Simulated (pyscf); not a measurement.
F–SiH₂–O–SiH₃ + silanol (HO–SiH₃) -> F–SiH₂–O–SiH₂–O–SiH₃ + hydrogen (H₂), a four-centre exchange (singlet surface; H–Si, H–O broken, O–Si, H–H formed). Single points on ωB97X-D3(BJ)/def2-SVP structures (PySCF, gas phase). Energies in kcal/mol from the separated reactants.

Small-basis levels: PySCF, no dispersion term, spherical d functions. AM1 to PM7: differences of heats of formation from MOPAC, which are fitted to 298 K values and so differ in kind from electronic energies by zero-point and thermal terms. GFN2-xTB: tblite. Cost: rough CPU time at the saddle relative to B3LYP/6-31G*, from one job on a shared machine.

| level | barrier | reaction energy | cost |
|---|---|---|---|
| B3LYP/LANL2DZ | 40.3 | -18.7 | 0.6 |
| B3LYP/6-31G* | 36.1 | -26.4 | 1 |
| M06-2X/6-31G* | (withheld) | -30.8 | 2 |
| B3LYP/6-311+G** | 39.1 | -20.1 | 2 |
| GFN2-xTB | 32.3 | -20.2 | under 0.02 |
| AM1 | (withheld) | -16.9 | under 0.02 |
| PM7 | 40.0 | -65.2 | under 0.02 |
| ωB97M-D3(BJ)/def2-TZVP | (withheld) | -26.4 | – |

What belongs in the gaps?


- M06-2X/6-31G*, barrier: 29.5
- AM1, barrier: 50.1
- ωB97M-D3(BJ)/def2-TZVP, barrier: 31.1

Against the last row the barrier runs from -1.6 (M06-2X/6-31G*) to +19.0 kcal/mol (AM1). ωB97M-D3(BJ)/def2-TZVP has limits of its own. On the reactant side the descent ends in a complex (not fully relaxed), 6.1 kcal/mol under the separated species and 36.0 kcal/mol under the saddle at ωB97X-D3(BJ)/def2-TZVP. The same reactants have a lower exit, to H₃Si–O–SiH₂–O–SiH₃ + HF (barrier +23.9 kcal/mol at ωB97M-D3(BJ)/def2-TZVP, against +31.1 kcal/mol here). One saddle was located; it need not be the lowest between these sides.
